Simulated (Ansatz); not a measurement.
Trigonal Se, treated with HSE06 in Ansatz (plane waves, PAW).

Run with plane-wave cutoff 520 eV, 6×6×6 k mesh, Fermi–Dirac smearing 0.01 eV, scalar-relativistic PAW data made under PBE.

Starting structure:

```
CELL_PARAMETERS angstrom
      4.37000     0.00000     0.00000
     -2.18500     3.78453     0.00000
      0.00000     0.00000     4.95000
ATOMIC_POSITIONS crystal
  Se 0.00000 0.22500 0.66667
  Se 0.77500 0.77500 0.00000
  Se 0.22500 0.00000 0.33333
```

Q: Into what structure does the relaxation of cell and atoms lead at this level, with the symmetry of the start kept?

A: The volume rises by 22 %; final space group P3_121.
```
CELL_PARAMETERS angstrom
      4.86221     0.00000     0.00000
     -2.43110     4.21080     0.00000
      0.00000     0.00000     4.88570
ATOMIC_POSITIONS crystal
  Se 0.00000 0.20032 0.66667
  Se 0.79968 0.79968 0.00000
  Se 0.20032 0.00000 0.33333
```

Note: the cell comes from a level without a dispersion term, which matters for the spacing of layers, chains or molecules.

Ansatz is an electronic-structure program.
